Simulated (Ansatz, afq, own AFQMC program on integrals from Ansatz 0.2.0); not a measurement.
# BN (triplet): quantum Monte Carlo beside coupled cluster at distance B1–N2 = 2.140 Å, 6-31G, part 2 of 2

Ansatz 0.2.0, Gaussian basis, and an in-house AFQMC program (afq) on its integrals; all values are calculated; 6-31G, frozen cores. The steps go on from the part before.

## 14. Phaseless AFQMC, CISD trial on UHF

It reads the integrals that the CCSD(T) run on this determinant wrote.

On the command line:

```console
> afq ham --method phaseless --trial cisd --walkers 4000 --populations 20 --least-time 60 --time-step 0.005 --steps-per-block 50 --equilibration-blocks 40 --max-blocks 4000 --target-error 0.00034 --factor-cut 1e-05 --start spin_pure --seed 4700 --release-times 0.24,0.51,0.99,1.62,2.4 --release-step 0.03 --release-every 3 --taylor-order 6
```

The log of the run:

```text
orbitals 16  electrons 5 3  factors 90 of 258
reference energy -78.89994735 Eh
CCSD correlation -0.11601087 Eh in 25 cycles, weight of the determinant in the CISD state 0.6702
energy of the start -78.997859 Eh
 block  time / (1/Eh)  mean weight  energy / Eh
     1     0.250  1.0000  -79.003768
     2     0.500  1.0001  -79.007975
     3     0.750  0.9999  -79.011521
     4     1.000  1.0000  -79.013602
     5     1.250  1.0001  -79.015041
     6     1.500  1.0000  -79.015444
     7     1.750  0.9997  -79.016516
     8     2.000  1.0000  -79.017800
     9     2.250  1.0000  -79.017682
    10     2.500  0.9999  -79.018351
    11     2.750  1.0000  -79.018302
    13     3.250  1.0000  -79.018788
    15     3.750  1.0001  -79.019537
    17     4.250  1.0000  -79.019764
    19     4.750  0.9998  -79.020325
    21     5.250  0.9998  -79.020169
    23     5.750  0.9998  -79.019289
    25     6.250  0.9999  -79.018871
    27     6.750  1.0000  -79.019104
    29     7.250  0.9999  -79.019654
    31     7.750  0.9999  -79.020322
    33     8.250  1.0001  -79.018257
    35     8.750  1.0001  -79.018730
    37     9.250  1.0000  -79.019257
    39     9.750  1.0001  -79.019147
    41    10.250  1.0001  -79.018974
    43    10.750  1.0001  -79.020265
    45    11.250  0.9999  -79.019465
    47    11.750  1.0001  -79.018614
    49    12.250  1.0001  -79.019394
    51    12.750  1.0001  -79.019090
    53    13.250  0.9999  -79.019710
    55    13.750  1.0000  -79.020511
    57    14.250  1.0001  -79.019125
    59    14.750  0.9999  -79.018981
    61    15.250  1.0001  -79.018486
    63    15.750  0.9997  -79.019366
    65    16.250  1.0001  -79.019336
    67    16.750  0.9999  -79.019258
    69    17.250  0.9999  -79.018961
    71    17.750  1.0003  -79.019467
    73    18.250  0.9999  -79.019515
    75    18.750  1.0000  -79.018167
    77    19.250  1.0000  -79.018681
    79    19.750  0.9996  -79.019208
    81    20.250  1.0002  -79.018738
    83    20.750  1.0004  -79.017965
    85    21.250  1.0000  -79.017833
    87    21.750  1.0005  -79.019371
    89    22.250  1.0003  -79.018186
error from the spread of 20 populations
released: time / (1/Eh)  energy / Eh  error  mean overlap
  0.24  -79.019386  0.000137  1.0014
  0.51  -79.019424  0.000149  1.0017
  0.99  -79.019938  0.000136  1.0041
  1.62  -79.020524  0.000168  1.0022
  2.40  -79.020586  0.000297  1.0010
energy -79.019064 +/- 0.000175 Eh
```

It took 33 s on 1 × NVIDIA H100 80GB HBM3 with 2 threads of AMD EPYC 7R13 (Zen 3), shared host.

Energy -2150.2183 ± 0.0048 eV. Caveats: constraint bias not in the error.

## 15. Phaseless AFQMC, CISD trial on UHF (settings varied)

It reads the integrals that the CCSD(T) run on this determinant wrote.

On the command line:

```console
> afq ham --method phaseless --trial cisd --walkers 20 --populations 1 --least-time 40 --time-step 0.01 --steps-per-block 25 --equilibration-blocks 24 --max-blocks 160 --target-error 0.00136 --factor-cut 0.001 --start spin_pure --seed 8814 --release-times 0.5,1,2 --release-step 0.1 --release-every 4 --taylor-order 6
```

The log of the run:

```text
orbitals 16  electrons 5 3  factors 65 of 258
reference energy -78.89994735 Eh
CCSD correlation -0.11605462 Eh in 25 cycles, weight of the determinant in the CISD state 0.6700
energy of the start -78.997893 Eh
 block  time / (1/Eh)  mean weight  energy / Eh
     1     0.250  0.9962  -79.003633
     2     0.500  1.0013  -79.009454
     3     0.750  1.0007  -79.010669
     4     1.000  1.0028  -79.023798
     5     1.250  0.9977  -79.017433
     6     1.500  1.0006  -79.011782
     7     1.750  0.9958  -79.011626
     8     2.000  0.9975  -79.018531
     9     2.250  0.9985  -79.018869
    10     2.500  0.9988  -79.018580
    13     3.250  1.0036  -79.012933
    17     4.250  0.9974  -79.012808
    21     5.250  0.9994  -79.022020
    25     6.250  1.0025  -79.019798
    29     7.250  0.9939  -79.018378
    33     8.250  1.0057  -79.032796
    37     9.250  0.9971  -79.025481
    41    10.250  1.0019  -79.006482
    45    11.250  1.0043  -79.016108
    49    12.250  1.0056  -79.007786
    53    13.250  1.0009  -79.015044
    57    14.250  0.9993  -79.025708
    61    15.250  1.0004  -79.022199
    65    16.250  0.9968  -79.008697
    69    17.250  1.0000  -79.014653
    73    18.250  1.0019  -79.020158
    77    19.250  1.0007  -79.022078
    81    20.250  1.0019  -79.027804
    85    21.250  0.9983  -79.015371
    89    22.250  0.9932  -79.019181
    93    23.250  1.0008  -79.013176
    97    24.250  1.0026  -79.015299
   101    25.250  0.9949  -79.020423
   105    26.250  0.9997  -79.004348
   109    27.250  1.0001  -79.003405
   113    28.250  1.0043  -79.027616
   117    29.250  0.9951  -79.012279
   121    30.250  1.0023  -79.010731
   125    31.250  1.0014  -79.025172
   129    32.250  1.0023  -79.009763
   133    33.250  1.0033  -78.998476
   137    34.250  0.9995  -79.014326
   141    35.250  1.0014  -79.014464
   145    36.250  0.9977  -79.023770
   149    37.250  1.0053  -79.020764
   153    38.250  0.9959  -79.004371
   157    39.250  1.0020  -79.005558
   161    40.250  1.0015  -79.017634
   165    41.250  1.0000  -79.013574
   169    42.250  1.0088  -79.012439
   173    43.250  1.0047  -79.012435
   177    44.250  0.9958  -79.007093
   181    45.250  1.0066  -79.017095
blocks merged  error / Eh  count
     1  0.000615  160
     2  0.000788  80
     4  0.000934  40
     8  0.001028  20
    16  0.001002  10
released: time / (1/Eh)  energy / Eh  error  mean overlap
  0.50  -79.017896  0.001802  0.9776
  1.00  -79.018741  0.001117  0.9799
  2.00  -79.020574  0.001901  0.9675
energy -79.016443 +/- 0.001028 Eh
```

Wall time 31 s (1 × NVIDIA H100 80GB HBM3 with 2 threads of AMD EPYC 7R13 (Zen 3), shared host).

Energy -2150.1469 ± 0.0280 eV. Caveats: constraint bias not in the error.

## 16. Phaseless AFQMC, first-order trial on UHF (settings varied)

It reads the integrals that the CCSD(T) run on this determinant wrote.

On the command line:

```console
> afq ham --method phaseless --trial mp1 --walkers 160 --populations 1 --least-time 40 --time-step 0.01 --steps-per-block 10 --equilibration-blocks 30 --max-blocks 200 --target-error 0.00136 --factor-cut 1e-05 --start determinant --seed 5971 --taylor-order 8
```

The log of the run:

```text
orbitals 16  electrons 5 3  factors 90 of 258
reference energy -78.89994735 Eh
CCSD correlation -0.11601087 Eh in 25 cycles, weight of the determinant in the CISD state 0.6702
energy of the start -78.966268 Eh
 block  time / (1/Eh)  mean weight  energy / Eh
     1     0.100  0.9999  -78.968992
     2     0.200  1.0008  -78.971089
     3     0.300  0.9992  -78.973730
     4     0.400  0.9992  -78.976279
     5     0.500  1.0008  -78.977927
     6     0.600  1.0007  -78.979391
     7     0.700  0.9983  -78.981887
     8     0.800  0.9991  -78.983763
     9     0.900  0.9992  -78.985258
    10     1.000  1.0014  -78.986510
    11     1.100  0.9994  -78.987237
    16     1.600  0.9975  -78.991642
    21     2.100  1.0011  -78.996581
    26     2.600  1.0008  -78.996731
    31     3.100  1.0006  -78.999113
    36     3.600  1.0003  -78.997807
    41     4.100  0.9977  -78.999221
    46     4.600  0.9994  -79.002285
    51     5.100  1.0010  -79.003130
    56     5.600  1.0014  -79.001557
    61     6.100  1.0013  -79.008148
    66     6.600  0.9991  -79.008764
    71     7.100  1.0003  -79.007092
    76     7.600  1.0011  -79.013278
    81     8.100  0.9979  -79.009513
    86     8.600  1.0022  -79.011717
    91     9.100  0.9991  -79.007649
    96     9.600  1.0012  -79.009846
   101    10.100  1.0007  -79.012724
   106    10.600  0.9993  -79.014756
   111    11.100  0.9987  -79.015891
   116    11.600  0.9994  -79.014428
   121    12.100  0.9996  -79.016165
   126    12.600  1.0017  -79.009919
   131    13.100  0.9995  -79.009208
   136    13.600  0.9999  -79.010878
   141    14.100  1.0002  -79.009427
   146    14.600  1.0002  -79.011693
   151    15.100  0.9985  -79.006019
   156    15.600  1.0008  -79.006028
   161    16.100  1.0013  -79.008562
   166    16.600  1.0000  -79.008754
   171    17.100  1.0008  -79.011814
   176    17.600  1.0004  -79.014781
   181    18.100  1.0006  -79.012356
   186    18.600  0.9966  -79.010330
   191    19.100  0.9999  -79.019164
   196    19.600  1.0032  -79.016193
   201    20.100  1.0012  -79.014047
   206    20.600  0.9990  -79.013979
   211    21.100  1.0012  -79.015385
   216    21.600  1.0010  -79.011585
   221    22.100  1.0000  -79.008006
   226    22.600  0.9998  -79.008215
blocks merged  error / Eh  count
     1  0.000327  200
     2  0.000454  100
     4  0.000628  50
     8  0.000866  25
    16  0.001015  12
energy -79.009755 +/- 0.000866 Eh
```

Wall time 20 s (1 × NVIDIA H100 80GB HBM3 with 2 threads of AMD EPYC 7R13 (Zen 3), shared host).

Energy -2149.9650 ± 0.0236 eV. The run doesn't count as converged. Caveats: constraint bias not in the error; error not settled.

## 17. CCSD(T) on ROHF

Input file in.yaml:

```yaml
crystal:
  periodic: [false, false, false]
  atoms:
    - {symbol: B, position_ang: [0.000000, 0.000000, 0.000000]}
    - {symbol: N, position_ang: [0.000000, 0.000000, 2.140000]}
basis:
  gaussian: {orbitals: 6-31G}
magnetization: {spin_polarized: false, initial_magnetization: 2}
correlation: {method: ccsd_t, electrons: outside_noble_gas, hamiltonian_folder: ham}
```

On the command line:

```console
> ansatz run in.yaml --threads 1 --pin off --events-out ev --progress --plain --max-ram 16896MiB --backend cuda --devices 0, --max-vram 18GiB
```

The log of the run (excerpt; [...] marks lines left out):

```text
Functional definition: HF
  name "HF"
  cite "Fock, Z. Phys. 61, 126 (1930) doi:10.1007/BF01340294"
  parent pbe
[...]
258 factors; integrals over basis functions are off by at most 1.1e-4 eV
[...]
mean field -2146.23071719 eV, -78.8725240892 hartree, gradient 3.3e-6 eV, S^2 2.000000; 13 other end points of the search recorded, 0 dependent functions left out
[...]
determinant -2146.23071719 eV, -78.8725240892 hartree, with singles and doubles -2150.10546512 eV, -79.0149184495 hartree
determinant -2144.78630205 eV, -78.8194428118 hartree, with singles and doubles -2149.08689469 eV, -78.9774866765 hartree
determinant -2143.01565273 eV, -78.7543726497 hartree, with singles and doubles -2146.27087256 eV, -78.8739997720 hartree
determinant -2142.89973889 eV, -78.7501128946 hartree, with singles and doubles -2146.01939640 eV, -78.8647581936 hartree
determinant -2137.74580822 eV, -78.5607094358 hartree, with singles and doubles -2142.32921789 eV, -78.7291466347 hartree
determinant -2146.10108342 eV, -78.8677601363 hartree, with singles and doubles -2150.10677670 eV, -79.0149666491 hartree
determinant -2146.10108342 eV, -78.8677601363 hartree, with singles and doubles -2150.11220217 eV, -79.0151660315 hartree
determinant -2146.23071719 eV, -78.8725240892 hartree, with singles and doubles -2150.11054797 eV, -79.0151052407 hartree
unrestricted determinant -2146.97694225 eV, -78.8999473545 hartree, S^2 2.6671
2 core orbitals not correlated: weight in the atoms' cores, before any rotation towards them, 1.000 or more for the frozen orbitals, at most 0.000 for the correlated occupied ones
reference -2146.23071719 eV, -78.8725240892 hartree; 5, 3 occupied and 11, 13 virtual orbitals, 258 factors
second order -2.73622755 eV of doubles, -0.05041198 eV of singles
cycle   1  -3.87983213 eV  change   -1.3e-6 eV  update   3.3e-6
perturbative correction -0.09920582 eV, -0.0036457465 hartree
Total energy: -2150.20975513 eV, -79.0187510366 hartree
```

Run time: 38 s. Hardware: 1 × NVIDIA H100 80GB HBM3 with 1 thread of AMD EPYC 7R13 (Zen 3), shared host.

From the report: correlation -3.9790 eV; T1 0.046; largest double amplitude 0.18.

This run also writes the integrals to the folder ham.

## 18. Full CI

Input file in.yaml:

```yaml
hamiltonian:
  integrals:
    folder: ../ham
correlation: {method: fci}
```

Same command.

The log of the run:

```text
Functional definition: HF
  name "HF"
  cite "Fock, Z. Phys. 61, 126 (1930) doi:10.1007/BF01340294"
  parent pbe
  exchange = exact_x
  correlation = 0
reference -2146.23071719 eV, -78.8725240892 hartree; 5, 3 occupied and 11, 13 virtual orbitals, 258 factors
state -2150.25543417 eV, -79.0204297104 hartree
Total energy: -2150.25543417 eV, -79.0204297104 hartree
```

It took 31 s on 1 × NVIDIA H100 80GB HBM3 with 1 thread of AMD EPYC 7R13 (Zen 3), shared host.

From the report: 612,960 determinants.

## 19. CCSDT(Q) on ROHF

Input file in.yaml:

```yaml
crystal:
  periodic: [false, false, false]
  atoms:
    - {symbol: B, position_ang: [0.000000, 0.000000, 0.000000]}
    - {symbol: N, position_ang: [0.000000, 0.000000, 2.140000]}
basis:
  gaussian: {orbitals: 6-31G}
magnetization: {spin_polarized: false, initial_magnetization: 2}
correlation: {method: ccsdt_q, electrons: outside_noble_gas}
```

Launched as before.

The log of the run (excerpt; [...] marks lines left out):

```text
Functional definition: HF
  name "HF"
  cite "Fock, Z. Phys. 61, 126 (1930) doi:10.1007/BF01340294"
  parent pbe
[...]
405 factors; integrals over basis functions are off by at most 7.4e-8 eV
[...]
mean field -2146.23073099 eV, -78.8725245965 hartree, gradient 3.2e-6 eV, S^2 2.000000; 13 other end points of the search recorded, 0 dependent functions left out
[...]
determinant -2146.23073099 eV, -78.8725245965 hartree, with singles and doubles -2150.10548136 eV, -79.0149190460 hartree
determinant -2144.78634026 eV, -78.8194442161 hartree, with singles and doubles -2149.08691980 eV, -78.9774875993 hartree
determinant -2143.01573006 eV, -78.7543754914 hartree, with singles and doubles -2146.27095502 eV, -78.8740028022 hartree
determinant -2142.89981982 eV, -78.7501158687 hartree, with singles and doubles -2146.01949146 eV, -78.8647616869 hartree
[...]
determinant -2146.10109365 eV, -78.8677605120 hartree, with singles and doubles -2150.10679270 eV, -79.0149672371 hartree
determinant -2146.10109365 eV, -78.8677605120 hartree, with singles and doubles -2150.11221777 eV, -79.0151666047 hartree
determinant -2146.23073099 eV, -78.8725245965 hartree, with singles and doubles -2150.11056311 eV, -79.0151057970 hartree
unrestricted determinant -2146.97696147 eV, -78.8999480607 hartree, S^2 2.6671
2 core orbitals not correlated: weight in the atoms' cores, before any rotation towards them, 1.000 or more for the frozen orbitals, at most 0.000 for the correlated occupied ones
reference -2146.23073099 eV, -78.8725245965 hartree; 5, 3 occupied and 11, 13 virtual orbitals, 405 factors
second order -2.73624898 eV of doubles, -0.05041064 eV of singles
cycle   1  -3.31541996 eV  change   -5.2e-1 eV  update   1.1e-1
[...]
cycle  27  -4.01225019 eV  change   -3.2e-7 eV  update   4.0e-7
perturbative correction -0.01133216 eV, -0.0004164491 hartree
Total energy: -2150.25431334 eV, -79.0203885206 hartree
```

Wall time 34 s (1 × NVIDIA H100 80GB HBM3 with 1 thread of AMD EPYC 7R13 (Zen 3), shared host).

From the report: correlation -4.0236 eV; T1 0.046; largest double amplitude 0.19.

## 20. CCSDTQ on ROHF

in.yaml, as its differences from that of step 19:

```diff
@@ -8,2 +8,2 @@
 magnetization: {spin_polarized: false, initial_magnetization: 2}
-correlation: {method: ccsdt_q, electrons: outside_noble_gas}
+correlation: {method: ccsdtq, electrons: outside_noble_gas}
```

Launched as before.

The log of the run (excerpt; [...] marks lines left out):

```text
Functional definition: HF
  name "HF"
  cite "Fock, Z. Phys. 61, 126 (1930) doi:10.1007/BF01340294"
  parent pbe
[...]
405 factors; integrals over basis functions are off by at most 7.4e-8 eV
[...]
mean field -2146.23073099 eV, -78.8725245965 hartree, gradient 3.2e-6 eV, S^2 2.000000; 13 other end points of the search recorded, 0 dependent functions left out
[...]
determinant -2146.23073099 eV, -78.8725245965 hartree, with singles and doubles -2150.10548136 eV, -79.0149190460 hartree
determinant -2144.78634026 eV, -78.8194442161 hartree, with singles and doubles -2149.08691980 eV, -78.9774875993 hartree
determinant -2143.01573006 eV, -78.7543754914 hartree, with singles and doubles -2146.27095502 eV, -78.8740028022 hartree
determinant -2142.89981982 eV, -78.7501158687 hartree, with singles and doubles -2146.01949146 eV, -78.8647616869 hartree
determinant -2137.74588699 eV, -78.5607123306 hartree, with singles and doubles -2142.32927950 eV, -78.7291488988 hartree
determinant -2146.10109365 eV, -78.8677605120 hartree, with singles and doubles -2150.10679270 eV, -79.0149672371 hartree
determinant -2146.10109365 eV, -78.8677605120 hartree, with singles and doubles -2150.11221777 eV, -79.0151666047 hartree
determinant -2146.23073099 eV, -78.8725245965 hartree, with singles and doubles -2150.11056311 eV, -79.0151057970 hartree
unrestricted determinant -2146.97696147 eV, -78.8999480607 hartree, S^2 2.6671
2 core orbitals not correlated: weight in the atoms' cores, before any rotation towards them, 1.000 or more for the frozen orbitals, at most 0.000 for the correlated occupied ones
reference -2146.23073099 eV, -78.8725245965 hartree; 5, 3 occupied and 11, 13 virtual orbitals, 405 factors
second order -2.73624898 eV of doubles, -0.05041064 eV of singles
cycle   1  -3.31542033 eV  change   -5.2e-1 eV  update   1.1e-1
[...]
cycle  27  -4.02455519 eV  change    2.4e-8 eV  update   7.4e-7
Total energy: -2150.25528618 eV, -79.0204242717 hartree
```

It took 41 s on 1 × NVIDIA H100 80GB HBM3 with 1 thread of AMD EPYC 7R13 (Zen 3), shared host.

From the report: correlation -4.0246 eV; T1 0.046; largest double amplitude 0.19.

## 21. Phaseless AFQMC, CISD trial on ROHF

It reads the integrals that the CCSD(T) run on this determinant wrote.

On the command line:

```console
> afq ham --method phaseless --trial cisd --walkers 4000 --populations 20 --least-time 60 --time-step 0.005 --steps-per-block 50 --equilibration-blocks 40 --max-blocks 4000 --target-error 0.00034 --factor-cut 1e-05 --start spin_pure --seed 4700 --release-times 0.24,0.51,0.99,1.62,2.4 --release-step 0.03 --release-every 3 --taylor-order 6
```

The log of the run:

```text
orbitals 16  electrons 5 3  factors 90 of 258
reference energy -78.87252409 Eh
CCSD correlation -0.14258129 Eh in 17 cycles, weight of the determinant in the CISD state 0.8417
energy of the start -79.015092 Eh
 block  time / (1/Eh)  mean weight  energy / Eh
     1     0.250  0.9999  -79.013789
     2     0.500  1.0000  -79.014030
     3     0.750  0.9999  -79.015114
     4     1.000  0.9999  -79.015523
     5     1.250  1.0001  -79.016121
     6     1.500  1.0000  -79.016440
     7     1.750  0.9999  -79.016677
     8     2.000  1.0000  -79.017215
     9     2.250  0.9999  -79.017489
    10     2.500  0.9997  -79.017272
    11     2.750  1.0000  -79.017562
    13     3.250  1.0001  -79.018732
    15     3.750  1.0000  -79.017939
    17     4.250  0.9998  -79.018336
    19     4.750  0.9999  -79.018874
    21     5.250  0.9996  -79.019568
    23     5.750  0.9999  -79.019071
    25     6.250  0.9998  -79.019390
    27     6.750  1.0001  -79.019320
    29     7.250  1.0003  -79.020464
    31     7.750  1.0000  -79.019302
    33     8.250  1.0001  -79.019667
    35     8.750  1.0000  -79.018820
    37     9.250  1.0000  -79.019205
    39     9.750  1.0001  -79.018615
    41    10.250  1.0002  -79.019397
    43    10.750  0.9999  -79.019856
    45    11.250  1.0001  -79.019227
    47    11.750  1.0000  -79.018309
    49    12.250  0.9996  -79.018342
    51    12.750  0.9998  -79.019071
    53    13.250  0.9998  -79.019330
    55    13.750  1.0000  -79.018743
    57    14.250  1.0000  -79.018100
    59    14.750  0.9999  -79.018918
    61    15.250  0.9999  -79.018974
    63    15.750  1.0000  -79.019006
    65    16.250  1.0002  -79.018589
    67    16.750  1.0001  -79.019250
    69    17.250  1.0000  -79.018202
    71    17.750  1.0001  -79.019725
    73    18.250  0.9999  -79.019892
    75    18.750  1.0001  -79.018134
    77    19.250  1.0000  -79.018017
    79    19.750  0.9999  -79.018981
    81    20.250  0.9999  -79.020494
    83    20.750  1.0000  -79.019551
    85    21.250  0.9997  -79.018724
    87    21.750  1.0001  -79.018798
    89    22.250  1.0000  -79.018159
error from the spread of 20 populations
released: time / (1/Eh)  energy / Eh  error  mean overlap
  0.24  -79.019232  0.000124  0.9996
  0.51  -79.019472  0.000133  0.9991
  0.99  -79.019632  0.000093  1.0011
  1.62  -79.020126  0.000189  0.9975
  2.40  -79.020143  0.000153  0.9974
energy -79.018977 +/- 0.000126 Eh
```

Run time: 40 s. Hardware: 1 × NVIDIA H100 80GB HBM3 with 2 threads of AMD EPYC 7R13 (Zen 3), shared host.

Energy -2150.2159 ± 0.0034 eV. Caveats: constraint bias not in the error.

## 22. AFQMC on the ladder

The full CI on restricted orbitals is not used as the yardstick for these unrestricted rows.

On the UHF determinant, counted from CCSDTQ (a yardstick, not exact):

```tsv
level	energy (eV)	from CCSDTQ (kcal/mol)	statistical error (kcal/mol)	time
HF	-2146.9769	+75.61		
MP2	-2148.7816	+34.00		
CCSD	-2150.1337	+2.82		
CCSD(T)	-2150.2118	+1.02		
CCSDT(Q)	-2150.2582	-0.06		
CCSDTQ	-2150.2559	0.00		
Phaseless AFQMC, CISD trial, step 0.005, 4000 walkers	-2150.2183	+0.87	0.11	33 s
Phaseless AFQMC, CISD trial, step 0.01, 20 walkers	-2150.1469	+2.51	0.64	31 s
```

On the ROHF determinant, counted from full CI (exact for this spin and basis):

```tsv
level	energy (eV)	from full CI (kcal/mol)	statistical error (kcal/mol)	time
HF	-2146.2307	+92.81		
MP2	-2149.0174	+28.55		
CCSD	-2150.1105	+3.34		
CCSD(T)	-2150.2098	+1.05		
CCSDT(Q)	-2150.2543	+0.02		
CCSDTQ	-2150.2553	0.00		
full CI	-2150.2553	0.00		
Phaseless AFQMC, CISD trial, step 0.005, 4000 walkers	-2150.2159	+0.91	0.08	40 s
```

The functionals' totals stand on their own zeros and serve differences with other points: PBE -2154.647 eV; r2SCAN -2156.183 eV; PBE0 -2154.712 eV; B3LYP -2157.626 eV; wB97M-V -2156.807 eV; B2PLYP -2154.807 eV.

## 23. What came out

The summary covers parts 1 to 2.

```
                                        quantity                  value
                      CCSD(T) on UHF from CCSDTQ         +1.02 kcal/mol
  Phaseless AFQMC, CISD trial on UHF from CCSDTQ  +0.87 ± 0.11 kcal/mol
                    CCSD(T) on ROHF from full CI         +1.05 kcal/mol
Phaseless AFQMC, CISD trial on ROHF from full CI  +0.91 ± 0.08 kcal/mol
```

In words: On UHF the phaseless walk with the CISD trial lies +0.87 kcal/mol from CCSDTQ, 8 times its error bar. On ROHF the phaseless walk with the CISD trial lies +0.91 kcal/mol from full CI, 11 times its error bar: mostly the bias of the constraint. Error bars are statistical and leave out the constraint, the time step and what remains of the start.
